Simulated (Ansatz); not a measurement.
**AlBHF+ (doublet): from Hartree-Fock to the top rungs, cc-pVDZ**

The task here is to estimate one member of a computed series from the others.

Computed with Ansatz 0.2.0, Gaussian basis. Level: cc-pVDZ, core rule «outside noble gas», up to 7 orbitals frozen.

Plan: UHF; CCSD(T) on ROHF; CCSD(T) on UHF; BCCD(T) on ROHF; CISD; CCSDT(Q) on ROHF; CCSDT(Q) on UHF; CASSCF and MRCISD+Q, 9 electrons in 9 orbitals; CASSCF and NEVPT4(SD), 9 electrons in 9 orbitals; CASSCF and NEVPT2, 9 electrons in 9 orbitals.

26 further runs of the same task are left out: 9 that didn't finish, 17 set aside as unsound or not needed.

## The geometry

The geometry is a PBE0/def2-TZVP stationary point (not a proven minimum) of the parent state, kept for this charge and spin.

4 atoms, charge 1, spin multiplicity 2.

Atoms are counted from 1 here; the program's logs count them from 0.

Bond lengths: Al1–B2 2.110 Å, B2–F3 1.327 Å, B2–H4 1.205 Å. Angles: Al1–B2–F3 126.1°, Al1–B2–H4 112.4°, F3–B2–H4 121.5°.

Set-up of the first run:

in.yaml reads:

```yaml
crystal:
  periodic: [false, false, false]
  atoms:
    - {symbol: Al, position_ang: [0.000000, -0.075183, 1.427166]}
    - {symbol: B, position_ang: [0.000000, 0.523760, -0.596061]}
    - {symbol: F, position_ang: [0.000000, -0.282645, -1.649481]}
    - {symbol: H, position_ang: [0.000000, 1.722317, -0.719901]}
basis:
  gaussian: {orbitals: cc-pVDZ}
total_charge: 1
magnetization: {spin_polarized: true, initial_magnetization: 1}
hamiltonian: {xc: hf}
output: {orbitals: {seedname: orbitals}}
```

Run with:

```
$ ansatz run in.yaml --threads 1 --pin off --events-out ev --progress --plain --max-ram 2393MiB
```

Steps of the session up to this table: UHF; CCSD(T) on ROHF; CCSD(T) on UHF; BCCD(T) on ROHF; CISD; CCSDT(Q) on ROHF; CCSDT(Q) on UHF; CASSCF and MRCISD+Q, 9 electrons in 9 orbitals; CASSCF and NEVPT4(SD), 9 electrons in 9 orbitals; CASSCF and NEVPT2, 9 electrons in 9 orbitals.

One of the session's tables, all rows but one given; the rest of the session is left out.

| method | from UCCSDT(Q) (kcal/mol) |
| --- | --- |
| ROHF | +203.63 |
| UHF | +200.41 |
| RMP2 | +20.91 |
| UMP2 | +20.44 |
| CISD | +22.52 |
| RCCSD | +5.81 |
| UCCSD | ? |
| RCCSD(T) | +0.95 |
| UCCSD(T) | +0.94 |
| BCCD(T) | +0.84 |
| RCCSDT | +0.41 |
| UCCSDT | +0.39 |
| RCCSDT(Q) | +0.11 |
| UCCSDT(Q) | 0 |
| CASSCF frontier | +118.68 |
| NEVPT4(SD) frontier | +5.91 |

Estimate the missing values for UCCSD.

As computed: from UCCSDT(Q) (kcal/mol): +5.58. In the column «from UCCSDT(Q) (kcal/mol)» it lies between RCCSD(T) (+0.95) and RCCSD (+5.81).

Not comparable, so not listed: CASSCF and MRCISD+Q, 9 electrons in 9 orbitals; CASSCF and NEVPT2, 9 electrons in 9 orbitals (they don't share determinant, frozen orbitals or solution with the rows shown, or repeat one).

Caveats from the session: Restricted and unrestricted rows rest on different reference determinants; where their highest levels disagree by more than a few hundredths of an eV, they describe different states and don't form one ladder. Warnings in the runs' records: passed over end.
